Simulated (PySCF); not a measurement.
C3HF2N.
Geometry (PBE0-D3(BJ)/def2-SVP, Å), atoms numbered from 1 in this order:
```
atom  x, y, z in Å
N1     2.499   -0.465    0.069
C2     1.395   -0.145    0.208
C3     0.039    0.257    0.400
F4    -0.204    1.007    1.468
C5    -0.965   -0.077   -0.421
F6    -0.762   -0.816   -1.488
H7    -1.996    0.243   -0.252
```

Theory: TDDFT CAM-B3LYP/def2-SVPD, vertical, gas phase, core orbitals frozen in the response in PySCF 2.14.0, density-fitted response routines.

Problem. Predict the UV-vis stick spectrum at this level.

Solution. 

```tsv
state	E (eV)	E (kJ/mol)	λ (nm)	f	symmetry	main configurations (H = HOMO, L = LUMO)
S1	5.93	572	209.2	0.0000	–	H→L+1 (94%)
S2	6.19	597	200.3	0.326	A′	H→L (91%)
S3	6.90	666	179.6	0.0001	–	H-1→L (93%)
S4	7.72	745	160.6	0.011	A″	H→L+2 (95%)
S5	7.75	748	160.0	0.076	A′	H-2→L (59%), H-1→L+1 (29%)
S6	7.97	769	155.6	0.0000	–	H-2→L+1 (58%), H→L+4 (17%), H→L+3 (9%)
S7	8.01	773	154.7	0.014	A″	H-3→L (84%), H-4→L (12%)
S8	8.51	821	145.8	0.0032	A″	H→L+3 (84%)
S9	8.66	836	143.2	0.0024	A″	H-4→L (84%), H-3→L (10%)
S10	8.78	847	141.2	0.012	A′	H-3→L+1 (89%)
```

Triplets, Tamm–Dancoff:

```
state  E (eV)  λ (nm)  main configurations (H = HOMO, L = LUMO)
   T1    3.50   353.8                                 H→L (95%)
   T2    5.55   223.2                               H→L+1 (86%)
   T3    6.02   205.8                H-1→L+1 (48%), H-2→L (29%)
   T4    6.49   191.1                               H-1→L (80%)
```

The lowest singlet lies at 5.93 eV (209 nm, ultraviolet) and is dark (f under 0.0005); its leading configuration is HOMO→LUMO+1 (94%). The most intense listed level is S2 at 6.19 eV (200 nm, f = 0.326), 0.26 eV above S1. Löwdin shares by element: HOMO carbon 51% or more, nitrogen 14%, fluorine 13% or more (atoms not listed hold the other 22%); LUMO carbon 66%, nitrogen 18% (atoms not listed hold the other 16%). The listed states span 2.85 eV, and the widest gap between neighbours is 0.82 eV (S3 to S4). Orbital energies (eV): HOMO-3 -12.63, HOMO-2 -12.61, HOMO-1 -12.09, HOMO -9.73, LUMO -0.86, LUMO+1 0.33, LUMO+2 1.15. Of the 10 states listed, 5 reach f = 0.01 and 3 stay under 0.0005. The vertical ionisation energy (ΔSCF) is 10.84 eV, 2.06 eV above S10. Symmetry labels in Cs follow from the direction of the transition dipole and are given only for states with f of 0.002 or more. Singlets were solved by full linear response, triplets in the Tamm–Dancoff approximation.
